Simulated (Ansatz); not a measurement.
Input for Ansatz (development build ahead of 0.2.0):

```yaml
crystal:
  periodic: [false, false, false]
  atoms:
    - { symbol: Si, position_ang: [0.0, 0.0, 0.0] }
    - { symbol: H, position_ang: [1.45087, 0.0, 0.0] }
    - { symbol: H, position_ang: [-1.45087, 0.0, 0.0] }
basis:
  gaussian: { orbitals: "6-31G" }
magnetization:
  initial_magnetization: 2
hamiltonian:
  xc: hf
correlation:
  method: fci
  frozen_orbitals: { H: 0, Si: 5 }
```

The input is written out in the form of the current development build from the run's settings.

The run gave:

```
Converged    : yes
Total energy : -289.98477 hartree
State        : lowest triplet root, of any spatial symmetry
```
